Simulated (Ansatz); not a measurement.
Relaxation of H7Si3 (10 atoms, charge 1, multiplicity 1), to a largest force component of 0.015 eV/Å in at most 40 steps.

These are results of RKS BLYP-D4/def2-SVP (Ansatz 0.2.0), not measurements.

```xyz
10
Properties=species:S:1:pos:R:3:forces:R:3
Si -1.270 1.170 -1.470 -0.05 0.31 0.53
Si 0.136 -0.394 -0.350 -0.01 0.14 -0.08
Si 1.168 -0.869 1.741 0.01 -0.02 0.03
H -2.464 0.443 -1.909 -0.36 -0.49 -0.15
H -0.502 1.717 -2.592 0.46 0.04 -0.43
H -1.599 2.205 -0.485 -0.11 0.35 0.34
H 0.495 -1.456 -1.307 0.13 -0.44 -0.36
H 2.059 0.235 2.112 0.25 0.54 0.01
H 1.905 -2.120 1.542 0.21 -0.43 -0.20
H 0.069 -1.027 2.697 -0.53 0.00 0.32
```

Task: Where does it end, and by what steps?

Result: The run converged. Limits of this set-up: the dipole of an ion depends on the origin. After 7 steps the energy has fallen by 0.161 eV; H8 moved furthest, 0.35 Å.

```json
{"step": "0", "energy less start (eV)": "0.0000", "largest force component (eV/Å)": "0.545", "accepted": "yes"}
{"step": "1", "energy less start (eV)": "-0.0963", "largest force component (eV/Å)": "0.420", "accepted": "yes"}
{"step": "2", "energy less start (eV)": "-0.1492", "largest force component (eV/Å)": "0.080", "accepted": "yes"}
{"step": "3", "energy less start (eV)": "-0.1571", "largest force component (eV/Å)": "0.037", "accepted": "yes"}
{"step": "4", "energy less start (eV)": "-0.1385", "largest force component (eV/Å)": "0.176", "accepted": "no"}
{"step": "5", "energy less start (eV)": "-0.1607", "largest force component (eV/Å)": "0.046", "accepted": "yes"}
{"step": "6", "energy less start (eV)": "-0.1611", "largest force component (eV/Å)": "0.020", "accepted": "yes"}
{"step": "7", "energy less start (eV)": "-0.1613", "largest force component (eV/Å)": "0.007", "accepted": "yes"}
```

```xyz
10
Properties=species:S:1:pos:R:3
Si -1.215 1.168 -1.324
Si 0.200 -0.570 -0.510
Si 1.105 -0.837 1.681
H -2.435 0.423 -1.771
H -0.435 1.730 -2.472
H -1.457 2.131 -0.214
H 0.541 -1.613 -1.538
H 1.883 0.428 1.874
H 1.925 -2.081 1.710
H -0.117 -0.875 2.545
```

Time of the run: 19 s on 1 thread of Arm Neoverse V2 (shared host), peak memory 0.27 GiB.
